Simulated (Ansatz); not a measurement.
Saddle point of BH$_{5}$S, singlet (BH₃ + H₂S → BH₃S ([BH2][SH]) + H₂; bonds formed: H2–H5; dative contacts that become bonds: B1–S6; bonds broken: B1–H2, H5–S6), PBE0-D4/def2-TZVP structure:

| atom | x (Å) | y (Å) | z (Å) |
| --- | --- | --- | --- |
| B1 | -0.5150 | -0.4092 | -0.1312 |
| H2 | 0.2241 | -0.7144 | -1.1130 |
| H3 | -0.3989 | -1.2378 | 0.7160 |
| H4 | -1.5644 | -0.0614 | -0.5797 |
| H5 | 0.5891 | 0.2892 | -0.6332 |
| S6 | 0.3391 | 1.3389 | 0.5052 |
| H7 | 1.3259 | 0.7947 | 1.2358 |

Energies are electronic, without zero-point energy. Barriers and step energies count from the start structure reached by relaxing down the imaginary mode; all methods use the PBE0-D4 structures, on which another method's saddle can fall below an end. Computed with Ansatz 0.2.0 (basis: def2-TZVPP, with def2-QZVPP for the basis limit); correlated methods freeze the cores. B3LYP uses VWN-RPA correlation. Extrapolation: Hartree–Fock as exp(−7.88 √X), correlation as X^−2.97.

```json
{"method": "SPW92", "barrier (eV)": "0.486", "step energy (eV)": "0.208"}
{"method": "PBE-D4", "barrier (eV)": "0.590", "step energy (eV)": "-0.105"}
{"method": "BLYP-D4", "barrier (eV)": "0.714", "step energy (eV)": "-0.289"}
{"method": "r2SCAN-D4", "barrier (eV)": "0.656", "step energy (eV)": "-0.165"}
{"method": "B97M-V", "barrier (eV)": "0.688", "step energy (eV)": "-0.250"}
{"method": "PBE0-D4", "barrier (eV)": "?", "step energy (eV)": "-0.097"}
{"method": "B3LYP-D4", "barrier (eV)": "0.788", "step energy (eV)": "-0.256"}
{"method": "r2SCAN0-D4", "barrier (eV)": "0.736", "step energy (eV)": "-0.144"}
{"method": "BHLYP-D4", "barrier (eV)": "0.930", "step energy (eV)": "-0.257"}
{"method": "CAM-B3LYP-D4", "barrier (eV)": "0.837", "step energy (eV)": "-0.200"}
{"method": "wB97X-V", "barrier (eV)": "0.831", "step energy (eV)": "-0.197"}
{"method": "wB97M-V", "barrier (eV)": "0.805", "step energy (eV)": "-0.209"}
{"method": "B2PLYP", "barrier (eV)": "?", "step energy (eV)": "-0.282"}
{"method": "PBE-QIDH", "barrier (eV)": "0.783", "step energy (eV)": "-0.147"}
{"method": "RPA on PBE", "barrier (eV)": "0.839", "step energy (eV)": "-0.317"}
{"method": "HF", "barrier (eV)": "1.213", "step energy (eV)": "-0.509"}
{"method": "MP2", "barrier (eV)": "?", "step energy (eV)": "-0.266"}
{"method": "CCSD", "barrier (eV)": "0.905", "step energy (eV)": "-0.274"}
{"method": "CCSD(T)", "barrier (eV)": "0.837", "step energy (eV)": "-0.265"}
```

Question: Fill in the withheld barriers. (An estimate is asked for; the value comes from the calculation.)

Answer: By the calculation: PBE0-D4 0.694; MP2 0.787; B2PLYP 0.812 eV. Each is the energy of the saddle less that of the start structure, by the same method.

For comparison, the barrier by CCSD(T) at an estimated basis limit (MP2 extrapolated from triple and quadruple zeta, plus CCSD(T) − MP2 in triple zeta) is 0.811 eV.

The T1 diagnostic stays at or below 0.015.

Labels in which every atom is bracketed show which atoms are joined, not bond orders.

For scale, one of the runs: CCSD(T)/def2-TZVPP, 143 basis functions, launched by `ansatz run in.yaml --threads 2 --pin off --events-out ev --progress --plain --max-ram 4352MiB`. Time: 5.5 s of wall clock on 2 CPU threads of an Arm Neoverse V2; the host was shared. Peak host memory: 0.79 GiB.
